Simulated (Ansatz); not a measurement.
Reaction (SMILES): F[C]Cl (closed-shell singlet) + 3 [H][H] (H2) → C (CH4) + Cl (HCl) + F (HF)
B3LYP-D3(BJ)/def2-TZVP geometries, fixed; electronic energies without zero-point terms.
Largest species:
```
C
H 1 1.0892
H 1 1.0892 2 109.47
H 1 1.0892 2 109.47 3 120.00
H 1 1.0892 2 109.47 3 -120.00
```
Charge 0, spin multiplicity 1.

The energy of full hydrogenation at CCSD(T) with Ansatz (an electronic-structure program), in kcal/mol, split into its Hartree-Fock and correlation parts. Cores are frozen. A restricted Hartree-Fock determinant is unstable towards unrestricted orbitals. No added dispersion term, no relativity. Functions are those of the species that has most.

```json
[
 {"basis": "aug-cc-pV(D+d)Z", "X": "2", "functions": "78", "Hartree-Fock": "-133.46", "CCSD(T)": "-128.01"},
 {"basis": "aug-cc-pV(T+d)Z", "X": "3", "functions": "147", "Hartree-Fock": "-128.39", "CCSD(T)": "-126.10"},
 {"basis": "aug-cc-pV(Q+d)Z", "X": "4", "functions": "264", "Hartree-Fock": "-128.13", "CCSD(T)": "-126.07"}
]
```

Worked estimate of the basis-set limit from each neighbouring pair, with Hartree-Fock from the larger set and the correlation part extrapolated as X^-3.
Correlation parts: X = 2: 5.45, X = 3: 2.29, X = 4: 2.06.
- (2,3): (27·(2.29) - 8·(5.45))/19 = 0.96; with Hartree-Fock -128.39 the estimate is -127.43 kcal/mol.
- (3,4): (64·(2.06) - 27·(2.29))/37 = 1.89; with Hartree-Fock -128.13 the estimate is -126.24 kcal/mol.
The last two estimates differ by 1.19 kcal/mol; the largest set lies 0.17 from the last. Over the last step Hartree-Fock moves by 0.26 and the correlation part by -0.23.
